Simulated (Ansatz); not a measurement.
Coupled-cluster run, C₂H₄Cl₂O₂, SMILES `COC(O)(Cl)Cl`.

```yaml
crystal:
  periodic: [false, false, false]
  atoms:
    - {symbol: C, position_ang: [-0.315245, -1.066634, 0.844490]}
    - {symbol: O, position_ang: [-0.702578, -0.334122, -0.313528]}
    - {symbol: C, position_ang: [-0.025641, 0.820129, -0.538472]}
    - {symbol: O, position_ang: [1.325860, 0.670997, -0.662615]}
    - {symbol: Cl, position_ang: [-0.735130, 1.487408, -2.040714]}
    - {symbol: Cl, position_ang: [-0.252317, 2.008118, 0.785342]}
    - {symbol: H, position_ang: [0.758869, -1.259977, 0.848411]}
    - {symbol: H, position_ang: [-0.863771, -2.004176, 0.790667]}
    - {symbol: H, position_ang: [-0.594533, -0.522957, 1.749218]}
    - {symbol: H, position_ang: [1.487587, 0.150113, -1.459801]}
basis:
  gaussian: {orbitals: def2-TZVPP}
correlation: {method: ccsd_t}
output: {orbitals: {seedname: orbitals}}
```

```sh
$ ansatz run in.yaml --threads 4 --pin off --events-out ev --progress --plain --max-ram 10444MiB
```

Output of Ansatz, abridged:

```
Functional definition: HF
1616 factors; integrals over basis functions are off by at most 1.1e-3 eV
mean field evaluation 1: about -31203.6543 eV, gradient 4.5e1 eV
mean field evaluation 2: about -31204.0582 eV, gradient 4.5e1 eV
mean field evaluation 4: about -31208.2860 eV, gradient 4.3e0 eV
mean field evaluation 8: about -31208.3660 eV, gradient 4.5e-1 eV
mean field evaluation 16: about -31208.3672 eV, gradient 2.4e-6 eV
mean field -31208.36719192 eV, -1146.8863405118 hartree, gradient 2.4e-6 eV, S^2 0.000000; 0 other end points of the search recorded, 0 dependent functions left out
14 core orbitals not correlated: weight in the atoms' cores, before any rotation towards them, 1.000 or more for the frozen orbitals, at most 0.000 for the correlated occupied ones
reference -31208.36719192 eV, -1146.8863405118 hartree; 19, 19 occupied and 231, 231 virtual orbitals, 1616 factors
second order -32.53767248 eV of doubles, -0.00000000 eV of singles
cycle   1  -32.78196748 eV  change   -2.4e-1 eV  update   1.2e-1
cycle   2  -33.54712491 eV  change   -7.7e-1 eV  update   3.4e-2
cycle   3  -33.71375375 eV  change   -1.7e-1 eV  update   1.6e-2
cycle   4  -33.69791153 eV  change    1.6e-2 eV  update   3.6e-3
cycle   5  -33.69725064 eV  change    6.6e-4 eV  update   1.8e-3
cycle   6  -33.69799208 eV  change   -7.4e-4 eV  update   5.7e-4
cycle   7  -33.69768551 eV  change    3.1e-4 eV  update   2.8e-4
cycle   8  -33.69760096 eV  change    8.5e-5 eV  update   8.1e-5
cycle   9  -33.69763697 eV  change   -3.6e-5 eV  update   3.3e-5
perturbative correction -1.43798738 eV, -0.0528450616 hartree
Total energy: -31243.50281626 eV, -1148.1775508909 hartree
```

It took 4 min on 4 threads of an Arm Neoverse V2 on a shared host, with 6.7 GiB of host memory at the peak.

The correlation energy is -35.136 eV, 4.1 % of it from (T); the T1 diagnostic reads 0.0111.
